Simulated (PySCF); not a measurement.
Rock-salt MgO: correlation energy from several methods in one and the same small orbital space (PySCF; 2 atoms at the zone centre, 8 electrons in 21 orbitals, empty ones MP2 natural orbitals of a TZ basis, lattice constant set to 4.207 Å). It tests the methods against each other and lies far from the crystal's limit.

Full CI gives -3.1115 eV per atom.

**Question.** What share of it do MP2, CCSD, CCSD(T), CCSDT, CCSDT(Q) recover?

**Answer.** MP2 88.0 %; CCSD 98.4 %; CCSD(T) 99.6 %; CCSDT 99.8 %; CCSDT(Q) 100.0 %.

| method | E_corr (eV per atom) | share of full CI (%) | error (meV) |
|---|---|---|---|
| MP2 | -2.7384 | 88.0 | 373 |
| CCSD | -3.0627 | 98.4 | 49 |
| CCSD(T) | -3.0983 | 99.6 | 13 |
| CCSDT | -3.1041 | 99.8 | 7 |
| CCSDT(Q) | -3.1110 | 100.0 | 0 |
| full CI | -3.1115 | 100.0 | 0 |

The Hartree–Fock determinant has a weight of 0.92 in the full CI state.

MP2, (T) and (Q) use filled levels shifted down by the Madelung term, which in so small a cell is a large part of the gap, so these rows hang on it.
